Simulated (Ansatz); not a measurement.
## Pulling the pair apart

The pair of SiH4O (SMILES [SiH3]O, atoms 1–6) and PH3 (SMILES P, atoms 7–10), both closed shells, in one local arrangement (a lower one may exist), relaxed at PBE0-D4/def2-TZVP:

| atom | x (Å) | y (Å) | z (Å) |
| --- | --- | --- | --- |
| Si1 | -0.2121 | 0.0565 | -2.1601 |
| O2 | 0.3928 | -1.0231 | -1.0822 |
| H3 | 0.5088 | 1.3605 | -2.1111 |
| H4 | -0.0443 | -0.5476 | -3.5031 |
| H5 | -1.6567 | 0.3368 | -1.9217 |
| H6 | 0.3617 | -0.7759 | -0.1483 |
| P7 | 0.1985 | -0.0112 | 2.1955 |
| H8 | -0.8889 | 0.7586 | 2.6757 |
| H9 | 1.1901 | 0.7972 | 2.8024 |
| H10 | 0.1503 | -0.9518 | 3.2528 |

PH3 is shifted rigidly along the line between the mean atom positions of the two fragments (negative: closer). Counterpoise interaction energies in kJ/mol. Computed with Ansatz 0.2.0 (basis: def2-TZVPPD); correlated methods freeze the cores.

```json
{"shift (Å)": "-0.25", "HF": "4.6", "r2SCAN-D4": "-13.4", "PBE0-D4": "-15.8"}
{"shift (Å)": "-0.12", "HF": "-1.4", "r2SCAN-D4": "-15.7", "PBE0-D4": "-18.0"}
{"shift (Å)": "0.00", "HF": "-5.1", "r2SCAN-D4": "-16.4", "PBE0-D4": "-18.5"}
{"shift (Å)": "0.12", "HF": "-7.2", "r2SCAN-D4": "-16.1", "PBE0-D4": "-18.0"}
{"shift (Å)": "0.30", "HF": "-8.3", "r2SCAN-D4": "-14.9", "PBE0-D4": "-16.5"}
{"shift (Å)": "0.62", "HF": "-8.0", "r2SCAN-D4": "-11.5", "PBE0-D4": "-12.7"}
{"shift (Å)": "1.24", "HF": "-5.2", "r2SCAN-D4": "-6.3", "PBE0-D4": "-7.0"}
{"shift (Å)": "2.47", "HF": "-1.9", "r2SCAN-D4": "-2.1", "PBE0-D4": "-2.2"}
```

Q: What does CCSD(T) give at these shifts? (To be estimated.)

A: The calculation gives: -8.7, -12.1, -13.6, -13.9, -13.2, -10.6, -6.0, -2.0 kJ/mol. For zero shift, CCSD(T) at an estimated basis limit (MP2 extrapolated from triple and quadruple zeta, plus CCSD(T) − MP2 in triple zeta) gives -15.1 kJ/mol. These are counterpoise interaction energies, counted from the two frozen fragments.

No T1 diagnostic of these runs exceeds 0.013.

For scale, one of the runs: CCSD(T)/def2-TZVPPD, 255 basis functions, launched by `ansatz run in.yaml --threads 4 --pin off --events-out ev --progress --plain --max-ram 9574MiB`. Hardware: 4 CPU threads of an Intel Xeon Platinum 8259CL, shared host. Wall time 54 s; peak host memory 5.2 GiB.
